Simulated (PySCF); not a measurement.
NO+, NO (charge +1).
Atom-mapped SMILES: `[N:1]#[O+:2]`

Method: TDDFT CAM-B3LYP/aug-cc-pVTZ, vertical, gas phase, core orbitals frozen in the response (PySCF 2.14.0, density-fitted response routines). Geometry: PBE0-D3(BJ)/def2-TZVP; no solvent, vibrations or thermal averaging.

Frontier orbitals with the atoms that hold most of them (Löwdin shares over 4%, at most four atoms):

```csv
orbital,ε (eV),atoms
HOMO-3,-31.79,"O2 73%, N1 27%"
HOMO-2,-28.88,"O2 60%, N1 40%"
HOMO-1,-28.88,"O2 60%, N1 40%"
HOMO,-26.99,"N1 71%, O2 29%"
LUMO,-11.59,"N1 58%, O2 42%"
LUMO+1,-11.59,"N1 58%, O2 42%"
LUMO+2,-4.29,"N1 71%, O2 29%"
```

Within 0.005 eV of a neighbour in this list lie HOMO-2/HOMO-1 and LUMO/LUMO+1 (point group found: C∞v).

Problem. How does S1 compare with the orbital gap of 15.40 eV?

Solution. S1 is at 10.11 eV (f = 0.015), 5.29 eV below the gap, made of HOMO→LUMO/LUMO+1 (≥96%). S1/S2 lie within about 0.01 eV of each other. Without the coupling terms of the response equations the lowest excitation would equal the gap.

Next come S2 at 10.11 eV (f 0.015), HOMO→LUMO/LUMO+1 (≥96%); S3 at 10.58 eV (f 0.0000), HOMO-2/HOMO-1→LUMO/LUMO+1 (98%); S4 at 11.14 eV (f 0.0000), HOMO-2/HOMO-1→LUMO/LUMO+1 (≥80%); S5 at 11.14 eV (f 0.0000), HOMO-2/HOMO-1→LUMO/LUMO+1 (≥80%).

Orbitals of the list HOMO-3 to LUMO+2 that lie within 0.01 eV of each other are written together with a slash and their weights summed (≥ marks a lower bound); for degenerate orbitals outside that list single weights are arbitrary.
